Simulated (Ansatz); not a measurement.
# AlHN2: the cost of one run

Computed with Ansatz 0.2.0, Gaussian basis. Level: cc-pVTZ, core rule «outside noble gas», up to 7 orbitals frozen.

To be run: UHF; CCSD(T) on RHF; CCSD(T) on UHF; BCCD(T) on RHF; CCSDT(Q) on RHF.

## (1) The geometry

The geometry is a PBE0/def2-TZVP stationary point (not a proven minimum).

4 atoms, charge 0, spin multiplicity 1.

Atoms are counted from 1 here; the program's logs count them from 0.

Bond lengths: N1–Al2 1.782 Å, Al2–N3 1.700 Å, N3–H4 1.013 Å. Angles: N1–Al2–N3 169.0°, Al2–N3–H4 128.2°.

## (2) UHF

The input, in.yaml:

```yaml
crystal:
  periodic: [false, false, false]
  atoms:
    - {symbol: N, position_ang: [0.000001, -0.146343, 2.357990]}
    - {symbol: Al, position_ang: [-0.000018, -0.038788, 0.578860]}
    - {symbol: N, position_ang: [-0.000004, -0.261109, -1.106120]}
    - {symbol: H, position_ang: [0.000020, 0.446240, -1.830730]}
basis:
  gaussian: {orbitals: cc-pVTZ}
magnetization: {spin_polarized: true, initial_magnetization: 0}
hamiltonian: {xc: hf}
output: {orbitals: {seedname: orbitals}}
```

The run is started by

```
$ ansatz run in.yaml --threads 1 --pin off --events-out ev --progress --plain --max-ram 4096MiB --backend cpu
```

What time and memory should one allow on 1 thread of AMD EPYC 7R13, shared host?

About 24 s, with a peak of 0.25 GiB.
